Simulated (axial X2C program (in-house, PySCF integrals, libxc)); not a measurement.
# Levels of BH⁺ by electron attachment to BH²⁺ (EOM-EA-CCSD)

Calculated with an in-house all-electron X2C program for linear molecules (integrals from PySCF): two-component X2C with atomic mean-field Coulomb and Gaunt terms, Gaussian nuclei, basis B dyall-av3z, H dyall-av3z with contracted cores.

R = 1.208 Å (near the PBE0 minimum at charge 1 of the determinant lowest at the starting distance; the state shown can have its own minimum elsewhere).

Levels of BH⁺ obtained by attaching an electron to BH²⁺:

| Ω | binding energy (eV) | above lowest (cm⁻¹) | attached spinor | one-particle weight |
| --- | --- | --- | --- | --- |
| 1/2 | 21.727 | 0 | 60% B pσ, 22% B sσ, 9% H sσ | 0.96 |
| 1/2 | 18.399 | 26839 | 82% B pπ, 10% H pπ, 7% H dπ | 0.95 |
| 3/2 | 18.397 | 26855 | 82% B pπ, 10% H pπ, 7% H dπ | 0.95 |

This point took 1.9 s on 1 thread of Intel(R) Xeon(R) Processor @ 2.30GHz, with other jobs on the host.

Reference electrons by ω block (each with its −ω partner): 1/2: 2. 2 electrons of BH²⁺ correlated (inner shells frozen), 92 natural virtual spinors (a truncated set); levels can be off by some tenths of an eV. Roots sought by Ω: (1/2: 5, 3/2: 4, 5/2: 2, 7/2: 1); rows need 60 % one-particle weight and stop where some Ω has no more roots. Missing are any skipped roots, higher Ω and states of a further excitation; these come out far too high here and may in truth be low or lowest. T1 of the reference 0.019 (Lee–Taylor). The reference was not checked to be the lowest state of its species. Number of frozen shells: B 1 s; H none.
